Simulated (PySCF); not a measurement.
Species: N-phenylpyrrole, C₁₀H₉N.
Numbering: `[cH:1]1[cH:2][cH:3][c:4](-[n:5]2[cH:6][cH:7][cH:8][cH:9]2)[cH:10][cH:11]1`

Definitions: NICS(0) = −σiso at the ring centroid; NICS(1) = −σiso and NICS(1)zz = −σzz at ±1 Å along the ring normal z. Level: GIAO PBE0/pcSseg-1 (PySCF, non-relativistic, gas phase) on the GFN2-xTB geometry, one conformer.

Ring bond lengths (Å), with Mayer bond orders in brackets: C1–C2 1.385 (1.43), C2–C3 1.382 (1.45), C3–C4 1.393 (1.39), C4–C10 1.393 (1.39), C10–C11 1.382 (1.45), C11–C1 1.385 (1.43); N5–C6 1.366 (1.13), C6–C7 1.365 (1.53), C7–C8 1.412 (1.34), C8–C9 1.364 (1.53), C9–N5 1.366 (1.13).

Give the NICS values of each ring in ppm.

| ring | type | NICS(0) | NICS(1), two faces | NICS(1)zz, two faces | rms pucker (Å) | centre to ring atoms, mean (Å) |
| --- | --- | --- | --- | --- | --- | --- |
| C1–C2–C3–C4–C10–C11 | 6-membered carbocycle; formal bonds all aromatic | -8.5 | -10.7 / -10.7 | -26.7 / -26.8 | 0.00 | 1.39 |
| N5–C6–C7–C8–C9 | 5-membered ring with N; formal bonds all aromatic | -12.1 | -10.0 / -10.0 | -26.4 / -26.4 | 0.00 | 1.17 |

What do they say, and how far can they be read as aromaticity?

- C1–C2–C3–C4–C10–C11: mean NICS(1)zz -26.8 ppm, shielded, aromatic by this magnetic criterion (flat ring, no four-coordinate atom).
- N5–C6–C7–C8–C9: mean NICS(1)zz -26.4 ppm, shielded. For a flat ring without four-coordinate atoms the NICS criterion counts such a value as aromatic.

And the bond-length index? HOMA takes Krygowski's 1993 parameters.

- C1–C2–C3–C4–C10–C11: HOMA 0.99 = 1 − EN − GEO, with mean bond length 1.387 Å, EN = α(Ropt − mean)² = 0.000 and GEO = α × variance = 0.006. The geometric and the magnetic index point the same way.
- N5–C6–C7–C8–C9: HOMA 0.88; the largest term is that of C7–C8, α(R − Ropt)² = 0.14. The geometric and the magnetic index point the same way.

Time: 45 s of wall time. Hardware: one thread, Arm Neoverse V2, shared host. This is the whole shielding run at PBE0/pcSseg-1, SCF included.

Conformer computed: `[cH:1]1[cH:2][cH:3][c:4](-[n:5]2[cH:6][cH:7][cH:8][cH:9]2)[cH:10][cH:11]1`: C3–C4–N5–C6 147°.
